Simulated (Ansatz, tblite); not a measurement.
Removing an electron: SiEtH3 (C2H8Si). Charge 0, multiplicity 1. Geometry: r2SCAN-D4/def2-TZVP. Ansatz, gas phase; energy differences of separate SCF runs; the oxidised species was run as a doublet alone.

| atom | x (Å) | y (Å) | z (Å) |
| --- | --- | --- | --- |
| Si1 | 0.354 | -1.034 | -0.981 |
| C2 | 0.039 | 0.668 | -0.255 |
| C3 | -0.400 | 0.628 | 1.212 |
| H4 | -0.720 | 1.169 | -0.866 |
| H5 | 0.954 | 1.262 | -0.363 |
| H6 | -0.567 | 1.632 | 1.609 |
| H7 | -1.331 | 0.067 | 1.331 |
| H8 | 0.354 | 0.146 | 1.840 |
| H9 | -0.862 | -1.882 | -0.850 |
| H10 | 1.464 | -1.709 | -0.254 |
| H11 | 0.717 | -0.948 | -2.421 |

The xTB rows come from tblite.

| level | −HOMO (eV) | vertical IE (eV) | −LUMO (eV) | HOMO–LUMO gap (eV) |
| --- | --- | --- | --- | --- |
| GFN1-xTB | 11.89 | 14.88 | 5.35 | 6.55 |
| PBE-D4/def2-TZVP | 7.25 | 10.47 | 0.08 | 7.17 |
| PBE0-D4/def2-TZVP | 8.53 | 10.70 | -0.71 | 9.24 |

(1) Estimate the rows for GFN2-xTB, r2SCAN-D4/def2-TZVP.

Results:

(1) 
```
              level  −HOMO (eV)  vertical IE (eV)  −LUMO (eV)  HOMO–LUMO gap (eV)
           GFN2-xTB       10.75             13.84        4.68                6.06
r2SCAN-D4/def2-TZVP        7.52             10.55       -0.46                7.98
```

 Raw xTB energy differences between charge states are shifted by several eV; the methods need an empirical correction for them.
